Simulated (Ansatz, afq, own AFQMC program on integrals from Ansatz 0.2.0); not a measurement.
**SbH₃⁺, doublet in def2-SVP, levels against CCSDT(Q)**

```csv
atom,x (Å),y (Å),z (Å)
Sb,0.0000,0.0000,-0.0169
H,2.0666,0.0176,0.6854
H,-1.0506,1.7839,0.6746
H,-1.0217,-1.7989,0.6790
```

Basis def2-SVP with its core potentials. Noble-gas cores (and the filled d shells of Ga–Kr and In–Xe) are frozen. Ansatz 0.2.0 and our own AFQMC program on the same integrals; the CISD trial comes from CCSD amplitudes, and released means the phaseless constraint is let go. ± is one standard error of the sampling. No spin–orbit coupling.

Determinant: ROHF, the one that the program's search chose, which needn't be the lowest solution. The geometry is a point of a scan.

No full CI on the walks' own integrals is used here; CCSDT(Q) serves as the reference and is uncertain by about the last step of the cluster series.

Cautions: no spin-orbit coupling; inner d shell frozen; higher spins were not checked; a spin-contaminated unrestricted determinant lies lower (UHF 268 meV lower, ⟨S²⟩ 1.09).

The T1 diagnostic is 0.0256, the weight of the determinant in the CISD state is 0.849 and the size of the correlated space is 7 electrons in 32 orbitals.

Reference: CCSDT(Q), correlation energy -4.049 eV. The released energy is read at 2.40 1/Eh (meV from the phaseless value at times in 1/Eh: 0 ± 18 at 0.24, -9 ± 15 at 0.51, -19 ± 11 at 0.99, -40 ± 13 at 1.62, -33 ± 12 at 2.40).

```csv
level,E − E(reference) (meV),share of correlation (%)
HF,4049.0,0.00
MP2,1258.7,68.91
CCSD,223.8,94.47
CCSD(T),68.6,98.31
CCSDT,8.6,99.79
ph-AFQMC/CISD,37.7 ± 14.0,99.07
released AFQMC,4.4 ± 12.3,99.89
```

A walk keeps the symmetry of its determinant, which the program's search chose and which needn't be the lowest solution, so a lower state of the same spin and another symmetry isn't excluded. Released energies are given only where the last usable release times agree within the noise; a slower fall can still hide under it.
